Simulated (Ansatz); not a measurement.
## Ansatz (development build ahead of 0.2.0) run

```yaml
crystal:
  periodic: [false, false, false]
  atoms:
    - { symbol: Cl, position_ang: [0.03198, -0.02144, -0.46557] }
    - { symbol: F, position_ang: [-0.01189, -0.03807, 0.92808] }
basis:
  gaussian: { orbitals: "6-31G" }
hamiltonian:
  xc: hf
```

The input is written out in the form of the current development build from the run's settings.

The run gave:

```yaml
Converged: yes
Total_energy: -558.67498 hartree
Spin_squared_of_the_determinant: 0.000
```

Caution: no unrestricted run beside it, a lower state can exist.
